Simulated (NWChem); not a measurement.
The numbers come from NWChem runs, not from measurements. System: fluorine (F2), charge 0, spin multiplicity 1, at a geometry optimised with PBE0/def2-SVP. Level: BP86/def2-TZVPD.

The NWChem input:

```
start mol
memory heap 200 mb stack 800 mb global 1000 mb
geometry units angstroms nocenter noautoz
  F      0.000000     0.000000     0.688226
  F      0.000000     0.000000    -0.688226
  symmetry group D2h
end
basis spherical
  * library def2-tzvpd
end
dft
  xc becke88 perdew86
  semidirect memsize 60000000 filesize 0
  iterations 100
end
task dft energy
```

Output (cleaned and shortened):

```
             Northwest Computational Chemistry Package (NWChem) 7.3.0
             --------------------------------------------------------

                                NWChem Input Module
                                -------------------

 Scaling coordinates for geometry "geometry" by  1.889725989
 (inverse scale =  0.529177249)

 Turning off AUTOSYM since
 SYMMETRY directive was detected!

                             Geometry "geometry" -> ""
                             -------------------------

 Output coordinates in angstroms (scale by  1.889725989 to convert to a.u.)

  No.       Tag          Charge          X              Y              Z
 ---- ---------------- ---------- -------------- -------------- --------------
    1 F                    9.0000     0.00000000     0.00000000     0.68822600
    2 F                    9.0000     0.00000000     0.00000000    -0.68822600

 Effective nuclear repulsion energy (a.u.)      31.1404663359

            Nuclear Dipole moment (a.u.)
            ----------------------------
        X                 Y               Z
 ---------------- ---------------- ----------------
     0.0000000000     0.0000000000     0.0000000000

      Symmetry information
      --------------------

 Group name             D2h
 Group number             26
 Group order               8
 No. of unique centers     1

      Symmetry unique atoms

     1


 Summary of "ao basis" -> "" (spherical)
 ------------------------------------------------------------------------------
       Tag                 Description            Shells   Functions and Types
 ---------------- ------------------------------  ------  ---------------------
 *                         def2-tzvpd                 on all atoms

  perdew86 is a nonlocal functional; adding perdew81 local functional.

                                 NWChem DFT Module
                                 -----------------

 Summary of "ao basis" -> "ao basis" (spherical)
 ------------------------------------------------------------------------------
       Tag                 Description            Shells   Functions and Types
 ---------------- ------------------------------  ------  ---------------------
 F                         def2-tzvpd               14       40   6s4p3d1f

 Summary of "ao basis" -> "ao basis" (spherical)
 ------------------------------------------------------------------------------
       Tag                 Description            Shells   Functions and Types
 ---------------- ------------------------------  ------  ---------------------
 F                         def2-tzvpd               14       40   6s4p3d1f

      Symmetry analysis of basis
      --------------------------

        ag         18
        au          4
        b1g         4
        b1u        18
        b2g         9
        b2u         9
        b3g         9
        b3u         9

            General Information
            -------------------
          SCF calculation type: DFT
          Wavefunction type:  closed shell.
          No. of atoms     :     2
          No. of electrons :    18
           Alpha electrons :     9
            Beta electrons :     9
          Charge           :     0
          Spin multiplicity:     1
          Use of symmetry is: on ; symmetry adaption is: on
          Maximum number of iterations: 100
          AO basis - number of functions:    80
                     number of shells:    28
          Convergence on energy requested:  1.00D-06
          Convergence on density requested:  1.00D-05
          Convergence on gradient requested:  5.00D-04

              XC Information
              --------------
                    Becke 1988 Exchange Functional  1.000
                Perdew 1981 Correlation Functional  1.000 local
                Perdew 1986 Correlation Functional  1.000 non-local

             Grid Information
             ----------------
          Grid used for XC integration:  medium
          Radial quadrature: Mura-Knowles
          Angular quadrature: Lebedev.
          Tag              B.-S. Rad. Rad. Pts. Rad. Cut. Ang. Pts.
          ---              ---------- --------- --------- ---------
          F                   0.50       49           9.0       434
          Grid pruning is: on
          Number of quadrature shells:    49
          Spatial weights used:  Erf1

          Convergence Information
          -----------------------
          Convergence aids based upon iterative change in
          total energy or number of iterations.
          Levelshifting, if invoked, occurs when the
          HOMO/LUMO gap drops below (HL_TOL):  1.00D-02
          DIIS, if invoked, will attempt to extrapolate
          using up to (NFOCK): 10 stored Fock matrices.

                    Damping( 0%)  Levelshifting(0.5)       DIIS
                  --------------- ------------------- ---------------
          dE  on:    start            ASAP                start
          dE off:    2 iters        100 iters           100 iters

      Screening Tolerance Information
      -------------------------------
          Density screening/tol_rho:  1.00D-10
          AO Gaussian exp screening on grid/accAOfunc:  14
          CD Gaussian exp screening on grid/accCDfunc:  20
          XC Gaussian exp screening on grid/accXCfunc:  20
          Schwarz screening/accCoul:  1.00D-08

      Superposition of Atomic Density Guess
      -------------------------------------

 Sum of atomic energies:        -198.83651943

      Non-variational initial energy
      ------------------------------

 Total energy =    -198.623659
 1-e energy   =    -340.673291
 2-e energy   =     110.909165
 HOMO         =      -0.488370
 LUMO         =      -0.169970

      Symmetry analysis of molecular orbitals - initial
      -------------------------------------------------

 !! scf_movecs_sym_adapt:   52 vectors were symmetry contaminated

  Symmetry fudging

 !! scf_movecs_sym_adapt:   50 vectors were symmetry contaminated

  Numbering of irreducible representations:

     1 ag          2 au          3 b1g         4 b1u         5 b2g
     6 b2u         7 b3g         8 b3u

  Orbital symmetries:

     1 ag          2 b1u         3 ag          4 b1u         5 ag
     6 b3u         7 b2u         8 b2g         9 b3g        10 b1u
    11 b1u        12 ag         13 b2u        14 b3u        15 b3g
    16 b2g        17 ag         18 b1u        19 ag

------------------------------------------------------------
EAF file 0: "./mol.aoints.0" size=524288 bytes
------------------------------------------------------------
               write      read    awrite     aread      wait
               -----      ----    ------     -----      ----
     calls:        1         0         0         0         0
   data(b): 5.24e+05  0.00e+00  0.00e+00  0.00e+00
   time(s): 0.00e+00  0.00e+00  0.00e+00  0.00e+00  0.00e+00
rate(mb/s): 0.00e+00  0.00e+00
------------------------------------------------------------

 !! scf_movecs_sym_adapt:   36 vectors were symmetry contaminated

  Symmetry fudging

 !! scf_movecs_sym_adapt:   36 vectors were symmetry contaminated

   convergence    iter        energy       DeltaE   RMS-Dens  Diis-err    time
 ---------------- ----- ----------------- --------- --------- ---------  ------
 d= 0,ls=0.0,diis     1   -199.5693946234 -2.31D+02  4.58D-03  9.09D-01     2.5

 !! scf_movecs_sym_adapt:   36 vectors were symmetry contaminated

  Symmetry fudging

 !! scf_movecs_sym_adapt:   34 vectors were symmetry contaminated

 d= 0,ls=0.0,diis     2   -199.5800698629 -1.07D-02  2.75D-03  3.98D-01     2.7

 !! scf_movecs_sym_adapt:   36 vectors were symmetry contaminated

  Symmetry fudging

 !! scf_movecs_sym_adapt:   36 vectors were symmetry contaminated

 d= 0,ls=0.0,diis     3   -199.6037111486 -2.36D-02  8.52D-04  4.26D-02     2.9

 !! scf_movecs_sym_adapt:   36 vectors were symmetry contaminated

  Symmetry fudging

 !! scf_movecs_sym_adapt:   36 vectors were symmetry contaminated

 d= 0,ls=0.0,diis     4   -199.6066191814 -2.91D-03  1.41D-04  1.49D-03     3.1

 !! scf_movecs_sym_adapt:   36 vectors were symmetry contaminated

  Symmetry fudging

 !! scf_movecs_sym_adapt:   36 vectors were symmetry contaminated

 d= 0,ls=0.0,diis     5   -199.6067148799 -9.57D-05  1.20D-05  6.66D-06     3.2

 !! scf_movecs_sym_adapt:   36 vectors were symmetry contaminated

  Symmetry fudging

 !! scf_movecs_sym_adapt:   36 vectors were symmetry contaminated

 d= 0,ls=0.0,diis     6   -199.6067154635 -5.84D-07  2.78D-07  7.10D-09     3.4

         Total DFT energy =     -199.606715463515
      One electron energy =     -340.060882561078
           Coulomb energy =      130.090132884426
    Exchange-Corr. energy =      -20.776432122758
 Nuclear repulsion energy =       31.140466335895

 Numeric. integr. density =       18.000002290219

     Total iterative time =      2.2s

                  Occupations of the irreducible representations
                  ----------------------------------------------

                     irrep           alpha         beta
                     --------     --------     --------
                     ag                3.0          3.0
                     au                0.0          0.0
                     b1g               0.0          0.0
                     b1u               2.0          2.0
                     b2g               1.0          1.0
                     b2u               1.0          1.0
                     b3g               1.0          1.0
                     b3u               1.0          1.0

                       DFT Final Molecular Orbital Analysis
                       ------------------------------------

 Vector    7  Occ=2.000000D+00  E=-4.829581D-01  Symmetry=b2u
              MO Center= -1.2D-34, -5.9D-18, -1.1D-16, r^2= 8.9D-01
   Bfn.  Coefficient  Atom+Function         Bfn.  Coefficient  Atom+Function
  ----- ------------  ---------------      ----- ------------  ---------------
     8      0.351400  1 F  py                48      0.351400  2 F  py
    11      0.283230  1 F  py                51      0.283230  2 F  py
    14      0.159661  1 F  py                54      0.159661  2 F  py

 Vector    8  Occ=2.000000D+00  E=-3.456465D-01  Symmetry=b2g
              MO Center= -1.9D-21,  5.7D-34, -3.1D-17, r^2= 9.4D-01
   Bfn.  Coefficient  Atom+Function         Bfn.  Coefficient  Atom+Function
  ----- ------------  ---------------      ----- ------------  ---------------
     7      0.393358  1 F  px                47     -0.393358  2 F  px
    10      0.310688  1 F  px                50     -0.310688  2 F  px
    13      0.215069  1 F  px                53     -0.215069  2 F  px
    16      0.029309  1 F  px                56     -0.029309  2 F  px

 Vector    9  Occ=2.000000D+00  E=-3.456465D-01  Symmetry=b3g
              MO Center=  2.4D-34, -1.9D-21,  5.0D-17, r^2= 9.4D-01
   Bfn.  Coefficient  Atom+Function         Bfn.  Coefficient  Atom+Function
  ----- ------------  ---------------      ----- ------------  ---------------
     8      0.393358  1 F  py                48     -0.393358  2 F  py
    11      0.310688  1 F  py                51     -0.310688  2 F  py
    14      0.215069  1 F  py                54     -0.215069  2 F  py
    17      0.029309  1 F  py                57     -0.029309  2 F  py

 Vector   10  Occ=0.000000D+00  E=-1.931257D-01  Symmetry=b1u
              MO Center= -3.5D-15, -1.0D-15, -1.4D-14, r^2= 1.0D+00
   Bfn.  Coefficient  Atom+Function         Bfn.  Coefficient  Atom+Function
  ----- ------------  ---------------      ----- ------------  ---------------
     9      0.420338  1 F  pz                49      0.420338  2 F  pz
    12      0.341404  1 F  pz                52      0.341404  2 F  pz
    15      0.312951  1 F  pz                55      0.312951  2 F  pz
     5     -0.193430  1 F  s                 45      0.193430  2 F  s
     4     -0.146870  1 F  s                 44      0.146870  2 F  s

 Vector   11  Occ=0.000000D+00  E= 6.062690D-02  Symmetry=b1u
              MO Center= -1.0D-31,  1.2D-31,  8.2D-16, r^2= 1.1D+01
   Bfn.  Coefficient  Atom+Function         Bfn.  Coefficient  Atom+Function
  ----- ------------  ---------------      ----- ------------  ---------------
     6      2.951284  1 F  s                 46     -2.951284  2 F  s
    18     -1.434921  1 F  pz                58     -1.434921  2 F  pz
    15     -0.608637  1 F  pz                55     -0.608637  2 F  pz
     5      0.347122  1 F  s                 45     -0.347122  2 F  s
    31      0.240849  1 F  d  0              71     -0.240849  2 F  d  0

 Vector   12  Occ=0.000000D+00  E= 6.640759D-02  Symmetry=ag
              MO Center= -2.4D-15,  1.7D-15,  3.2D-14, r^2= 5.7D+00
   Bfn.  Coefficient  Atom+Function         Bfn.  Coefficient  Atom+Function
  ----- ------------  ---------------      ----- ------------  ---------------
     6      1.061508  1 F  s                 46      1.061508  2 F  s
     5     -0.669959  1 F  s                 45     -0.669959  2 F  s
    18      0.480850  1 F  pz                58     -0.480850  2 F  pz
     3     -0.127500  1 F  s                 43     -0.127500  2 F  s
    15     -0.078545  1 F  pz                55      0.078545  2 F  pz

 center of mass
 --------------
 x =   0.00000000 y =   0.00000000 z =   0.00000000

 moments of inertia (a.u.)
 ------------------
          64.269784759100           0.000000000000           0.000000000000
           0.000000000000          64.269784759100           0.000000000000
           0.000000000000           0.000000000000           0.000000000000

     Multipole analysis of the density
     ---------------------------------

     L   x y z        total         alpha         beta         nuclear
     -   - - -        -----         -----         ----         -------
     0   0 0 0     -0.000000     -9.000000     -9.000000     18.000000

     1   1 0 0      0.000000      0.000000      0.000000      0.000000
     1   0 1 0     -0.000000     -0.000000     -0.000000      0.000000
     1   0 0 1      0.000000      0.000000      0.000000      0.000000

     2   2 0 0     -7.274999     -3.637500     -3.637500      0.000000
     2   1 1 0     -0.000000     -0.000000     -0.000000      0.000000
     2   1 0 1     -0.000000     -0.000000     -0.000000      0.000000
     2   0 2 0     -7.274999     -3.637500     -3.637500      0.000000
     2   0 1 1      0.000000      0.000000      0.000000      0.000000
     2   0 0 2     -6.646815    -18.546480    -18.546480     30.446146

 Task  times  cpu:        3.3s     wall:        3.3s

 Total times  cpu:        3.5s     wall:        3.5s
```
